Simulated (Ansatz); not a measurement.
We consider rutile CrO2, described by PBE0 (Ansatz, a program for electronic structure, plane waves, PAW).

Settings: plane-wave cutoff 500 eV, 6×6×8 k mesh (along the axes of the cell as run), Fermi–Dirac smearing 0.05 eV, ferromagnetic start, spin-polarised with parallel moments, scalar-relativistic PAW data made under PBE.

Cell (relaxed with r²SCAN):

```
CrO2
1.0
    4.40432     0.00000     0.00000
    0.00000     4.40432     0.00000
    0.00000     0.00000     2.91166
Cr O
2 4
Direct
  0.00000   0.00000   0.00000
  0.50000   0.50000   0.50000
  0.30276   0.30276   0.00000
  0.69724   0.69724   0.00000
  0.19724   0.80276   0.50000
  0.80276   0.19724   0.50000
```

### Question
Estimate the magnetic moment (largest site, within a sphere) that the calculation returns.

### Answer

* **magnetic moment (largest site, within a sphere)**: 1.84 μB

Note: exact exchange on metals is sensitive to the k mesh and can open a false gap; the run warned that the count of filled bands differs between k points; cell and atoms aren't relaxed at this level (largest force component 0.30 eV/Å, pressure -2.9 GPa).

Moments are spin moments.

Computing time: around 11 core-minutes (rough).
